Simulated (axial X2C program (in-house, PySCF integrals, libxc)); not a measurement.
Low determinants of OH⁺ at the PBE0 level, 2c

All values were computed with an in-house all-electron X2C program for linear molecules (integrals from PySCF). Two-component (2c) means X2C with spin–orbit coupling and atomic mean-field two-electron Coulomb and Gaunt terms. Basis: O dyall-av3z [7s6p3d2f], H dyall-v3z [6s2p1d] (cores contracted in-house); Gaussian nuclei, density fitting, unrestricted open shells. Masses: O 15.995 u, H 1.008 u.

Search at 1.034 Å (vertical energies from the lowest determinant):

```csv
ΔE (eV),state,electrons beyond evenly filled partner blocks,"electrons in ±ω = 1/2, 3/2, 5/2, 7/2"
0.00,Ω = 1,"ω = -1/2, ω = 3/2",7 1 0 0
2.33,Ω = 0,none,8 0 0 0
2.35,Ω = 2,"ω = 1/2, ω = 3/2",7 1 0 0
2.37,Ω = 0,none,6 2 0 0
```

Lowest determinant, Ω = 1 (⟨Sz⟩ = 1.00, ⟨Lz⟩ = 0.00 at PBE0): Re = 1.033 Å, ωe = 3103.6 cm⁻¹.

The determinant in row 2 of the search, Ω = 0 (closed shell), was followed along the bond at PBE0; measured from the minimum of the lowest determinant it gives:

Te = 2.332 eV (18808 cm⁻¹), Re = 1.034 Å, ωe = 3098.9 cm⁻¹.

Task: Compare the bond of the determinant in row 2 with that of the lowest one.

Result: At PBE0 its Re is 0.001 Å longer and its force constant, which goes as ωe², is 1.00 times that of the lowest determinant. T0 ≈ Te + Δωe/2 = 18808 + (-2) = 18806 cm⁻¹.

The search compares states at one distance, so a state with another bond length can lie lower; it is not exhaustive and yields mostly the lowest determinant of each block pattern, so other components and higher states of one pattern are missing. These are energies of single determinants, not of spin-adapted states; PBE0 term energies can be off by some tenths of an eV, and the functional has no current term. Open-shell Ω = 0 determinants with evenly filled partner blocks cannot be reached by this program, so the Ω shown need not be the lowest component. A closed-shell Ω = 0 row of a π² shell mixes the 0⁺ component of the triplet with ¹Σ⁺ and matches no level; 0⁺ can lie lowest.
